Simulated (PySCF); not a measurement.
**Constants of NH, step by step**

State: ³Σ⁻, triplet, unpaired electrons π ↑↑. De refers to H + N. ROHF-based CCSD(T) in PySCF 2.14 with H aug-cc-pVTZ, N aug-cc-pVTZ and H aug-cc-pVQZ, N aug-cc-pVQZ (frozen core orbitals: 1; no relativity). Correlation energies are extrapolated as n⁻³ (n = 3, 4), Hartree–Fock as (n+1)·exp(−9√n). CV is the change on freezing 0 orbitals instead, in H cc-pVTZ, N cc-pwCVTZ. SR is the spin-free X2C energy in H cc-pVTZ-DK, N cc-pVTZ-DK less the non-relativistic one in H cc-pVTZ, N cc-pVTZ.

```tsv
Level	Re (Å)	ωe (cm⁻¹)	ωexe (cm⁻¹)	αe (cm⁻¹)	De (eV)
CCSD(T)/TZ	1.0396	3264.3	77.2	0.646	3.495
CCSD(T)/QZ	1.0375	3281.4	78.4	0.648	3.558
HF/CBS	1.0174	3550.7	66.3	0.575	2.117
MP2/CBS	1.0286	3412.1	69.8	0.597	3.511
CCSD/CBS	1.0341	3323.7	77.2	0.637	3.549
CCSD(T)/CBS	1.0366	3290.9	79.1	0.648	3.600
CCSD(T)/CBS+CV	1.0355	3296.9	79.2	0.649	3.606
CCSD(T)/CBS+CV+SR	1.0356	3295.1	79.2	0.649	3.602
```

Q: How much is left between CCSD(T)/QZ and the basis-set limit, and how much do the triples give at the limit?

A: CCSD(T)/CBS less CCSD(T)/QZ: -0.9 mÅ in Re, +9.5 cm⁻¹ in ωe and +0.042 eV in De. CCSD(T)/CBS less CCSD/CBS: +2.5 mÅ in Re, -32.8 cm⁻¹ in ωe and +0.051 eV in De.

Q: What do the later terms add?

A: CV: -1.1 mÅ in Re, +6.0 cm⁻¹ in ωe and +0.006 eV in De; SR: +0.1 mÅ in Re, -1.8 cm⁻¹ in ωe and -0.004 eV in De, each against the row above.

Measured (Huber and Herzberg, Constants of Diatomic Molecules (1979)): Re = 1.03621 Å, ωe = 3282.27 cm⁻¹, ωexe = 78.35 cm⁻¹. The last row is off by -0.6 mÅ and 12.8 cm⁻¹.

The T1 diagnostic is 0.020. Spin–orbit coupling, excitations beyond (T) and corrections to the Born–Oppenheimer picture are left out.

The whole job (state search and all basis sets along the bond) took about 7.8 min on 4 threads of Intel Xeon Platinum 8259CL @ 2.50GHz (shared host), peak memory 13 GiB.
